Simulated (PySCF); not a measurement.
Working with the constants of CS

PBE0 constants of CS, ¹Σ⁺ (singlet), closed shell (C def2-TZVP, S def2-TZVP; no relativity (PySCF 2.14); masses 12.0000 and 31.9721 u):

| Property | Result |
| --- | --- |
| ωe | 1333.4 cm⁻¹ |
| ωexe | 5.7 cm⁻¹ |
| Be | 0.82607 cm⁻¹ |
| αe | 0.00541 cm⁻¹ |
| D (centrifugal) | 1.27e-06 cm⁻¹ |
| De to C + S | 7.29 eV |

(1) Give the band origin of the fundamental and the first lines of its P and R branches.

(2) Near which J would the R branch turn back, without centrifugal distortion?

Measured values (Huber and Herzberg, Constants of Diatomic Molecules (1979)): ωe = 1285.08 cm⁻¹, ωexe = 6.46 cm⁻¹, Be = 0.8200462 cm⁻¹, αe = 0.0059224 cm⁻¹.

Answers

(1) ν0 = ωe − 2ωexe = 1322.0 cm⁻¹, B0 = 0.82337, B1 = 0.81795 cm⁻¹.

```csv
J″,P(J″) − ν0,R(J″) − ν0
0,,1.636
1,-1.647,3.261
2,-3.304,4.875
3,-4.973,6.478
4,-6.652,8.071
5,-8.341,9.652
6,-10.042,11.222
```

(2) At J ≈ (B0 + B1)/(2(B0 − B1)) − 1 ≈ 150.
